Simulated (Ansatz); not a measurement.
Energy needed to pull apart BNH₃O (SMILES NB[O]), doublet, into free ground-state atoms, from the structure below (displaced at random from a GFN2-xTB minimum); no zero-point or spin–orbit terms; open-shell atoms are treated unrestricted, in their ground-state multiplicity.

```xyz
6
angstrom
N -0.3957 0.3018 -0.6623
B 0.3956 -0.0963 0.5907
O 0.5158 0.4026 1.6994
H -0.5867 -0.1604 -1.5610
H -1.1333 0.9185 -0.5220
H 1.1485 -1.0149 0.2684
```

Ansatz 0.2.0; basis: def2-TZVPP; cores frozen in the correlated methods; orbitals are unrestricted.

```tsv
method	atomization energy (eV)
SPW92	26.17
PBE-D4	23.20
r2SCAN-D4	?
PBE0-D4	22.34
HSE06-D4	22.37
wB97M-V	22.38
HF	15.41
MP2	21.52
CCSD	?
CCSD(T)	21.32
```

**Question.** What does CCSD give? (To be estimated.)

**Answer.** The calculation gives: 20.94 eV, which is about 0.38 eV less than CCSD(T)/def2-TZVPP.

**Question.** What does r2SCAN-D4 give? (To be estimated.)

**Answer.** The calculation gives: 22.53 eV, which is about 1.21 eV more than CCSD(T)/def2-TZVPP.

In triple zeta the MP2 and coupled-cluster atomization energies are still short of their basis limit by a few kcal/mol a bond, whereas those of the functionals are nearly converged, so these differences are not deviations from converged CCSD(T).

The T1 diagnostic stays at or below 0.036. ⟨S²⟩ of the unrestricted Hartree–Fock references: 0.77 (a pure state has 0.75).

For scale, one of the runs: CCSD(T)/def2-TZVPP forces, 135 basis functions (an equivalent command: `ansatz run in.yaml --threads 4`). Hardware: 4 CPU threads, shared host. Wall time 98 s; peak host memory 3.2 GiB.
